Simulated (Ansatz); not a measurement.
# OP: the cost of one run

Program: Ansatz 0.2.0, Gaussian basis. Level of theory: def2-QZVPP, all electrons in the functionals, frozen cores in the correlation of double hybrids and RPA. These are calculated values, not measurements.

The runs, in order: wB97M-V, B2PLYP, at charge 0, quartet; charge 0, doublet; charge 0, sextet; charge 1, triplet; charge 1, quintet.

### 1 The geometry

The geometry is a PBE0/def2-TZVP stationary point (not a proven minimum).

2 atoms, charge 0, spin multiplicity 4.

Atoms are counted from 1 here; the program's logs count them from 0.

Bond lengths: O1–P2 1.719 Å.

Coordinates:

```
O     0.0000    0.0000    0.0000
P     0.0000    0.0000    1.7189
```

No dispersion term is added; wB97M-V holds VV10 nonlocal correlation.

The geometry shown and the zero of energy belong to the point charge 0, quartet. The yardstick, UCCSD(T), and other wave-function levels (R restricted, U unrestricted, valence and pair active spaces) come from earlier runs.

### 2 wB97M-V, charge 0, quartet

File in.yaml:

```yaml
crystal:
  periodic: [false, false, false]
  atoms:
    - {symbol: O, position_ang: [0.000000, 0.000000, 0.000000]}
    - {symbol: P, position_ang: [0.000000, 0.000000, 1.718900]}
basis:
  gaussian: {orbitals: "def2-QZVPP.json"}
magnetization: {spin_polarized: true, initial_magnetization: 3}
hamiltonian: {xc: {name: wB97M-V}}
output: {orbitals: {seedname: orbitals}}
```

Command:

```bash
$ ansatz run in.yaml --threads 1 --pin off --events-out ev --progress --plain --max-ram 2393MiB
```

**Question.** How long does this run take on 1 thread of Arm Neoverse V2, shared host, and how much memory does it need?

About 29 s, with a peak of 0.32 GiB.
